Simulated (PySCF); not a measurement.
H3Si, SMILES [SiH3], multiplicity 2. Atoms are numbered in the order given.

```xyz
4

Si     0.0000     0.0000     0.0803
H      1.2222    -0.7057    -0.3746
H     -1.2222    -0.7057    -0.3746
H      0.0000     1.4113    -0.3746
```
Charge 0, spin multiplicity 2.

Geometry: B3LYP-D3(BJ)/def2-TZVPD. The isomer is the one that the SMILES or the coordinates give; other isomers of the formula were not compared.

Two levels are set side by side: PBE/pcH-1 (PySCF) and PBE0/pcH-1 (PySCF). Contact hyperfine couplings, same geometry. Differences are taken from unrounded values.

| quantity | PBE0 |
|---|---|
| A(iso) of 29Si, atom Si1 (MHz) | -461.3 |
| A(iso) of 1H, atom H2 (MHz) | 14.9 |
| A(iso) of 1H, atom H3 (MHz) | 14.9 |
| A(iso) of 1H, atom H4 (MHz) | 14.9 |

Question: What does PBE give, and how far is it from PBE0? (The exact figures need the calculation; the answer reports its results.)

Answer: 
```json
[
 {"quantity": "A(iso) of 29Si, atom Si1 (MHz)", "PBE": "-431.5", "PBE minus PBE0": "29.7"},
 {"quantity": "A(iso) of 1H, atom H2 (MHz)", "PBE": "16.3", "PBE minus PBE0": "1.4"},
 {"quantity": "A(iso) of 1H, atom H3 (MHz)", "PBE": "16.3", "PBE minus PBE0": "1.4"},
 {"quantity": "A(iso) of 1H, atom H4 (MHz)", "PBE": "16.3", "PBE minus PBE0": "1.4"}
]
```

Rough cost on one machine, each run with all the roots and properties that it gave: PBE0 against PBE within a factor of 2.
